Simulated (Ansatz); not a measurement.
A nudged elastic band was laid between two geometries of C$_{2}$H$_{5}$NS (9 atoms, charge 0, multiplicity 1).

The calculation used RKS B3LYP-D4/6-31G in Ansatz.

| Property | Result |
| --- | --- |
| movable images | 7 |
| climbing image | yes |
| spring | 5.0 eV/Å² |
| optimiser | quadratic models (default) |
| start path | through a guess of the saddle point |
| force threshold | 0.05 eV/Å |
| iteration limit | 60 |
| end points | relaxed |

Initial state:

```xyz
9
Properties=species:S:1:pos:R:3
C -0.269 1.514 0.047
N -0.361 0.472 -0.692
C 0.504 -0.663 -0.397
S -0.522 -2.204 0.044
H 0.429 1.607 0.892
H -0.910 2.366 -0.160
H 1.223 -0.480 0.414
H 1.035 -0.960 -1.302
H -1.129 -1.652 1.154
```

Final state:

```xyz
9
Properties=species:S:1:pos:R:3
C 0.050 1.652 -0.195
N -0.114 0.331 -0.334
C 0.431 -0.717 0.323
S 0.018 -2.390 -0.205
H 0.719 2.027 0.564
H -0.488 2.310 -0.856
H 1.160 -0.539 1.096
H -0.760 0.046 -1.071
H -1.016 -2.719 0.679
```

(1) Which bonds break or form, and what moves?

(2) Give the energies along the band, and the barrier.

(3) What is the geometry of the highest image?

Results:

(1) Bonds broken: C3–H8. Bonds formed: N2–H8.

(2) It converged. The highest image is number 4 of 0 to 8, 3.16 eV above the first end and 2.07 eV above the last; the last end lies 1.09 eV above the first. Neighbouring images differ by up to 1.8 eV, so the band resolves the path poorly. A vibrational analysis at the climbing image gives one clearly imaginary mode, 1780i cm⁻¹: a first-order saddle point. The orbitals stay closed-shell, which can raise the energy where a bond breaks towards radicals; this wasn't checked here. Limits of this set-up: no polarisation functions.

```
image  path coordinate (Å)  energy (eV)  C3–H8 (Å)  N2–H8 (Å)
    0                 0.00         0.00       1.09       2.09
    1                 0.50         0.02       1.09       2.08
    2                 1.00         0.22       1.09       1.96
    3                 1.51         1.36       1.13       1.62
    4                 2.01         3.16       1.43       1.19
    5                 2.45         2.03       1.77       1.03
    6                 2.90         1.25       1.97       1.02
    7                 3.35         1.13       1.99       1.02
    8                 3.79         1.09       1.99       1.02
```

(3) 
```xyz
9
Properties=species:S:1:pos:R:3
C -0.130 1.617 -0.069
N -0.256 0.368 -0.418
C 0.527 -0.752 -0.012
S -0.305 -2.390 -0.064
H 0.513 1.915 0.760
H -0.663 2.375 -0.628
H 1.298 -0.624 0.747
H 0.199 -0.269 -1.320
H -1.184 -2.239 1.004
```

Run time: 2.3 min on 1 thread of Arm Neoverse V2 (shared host), peak memory 0.22 GiB.
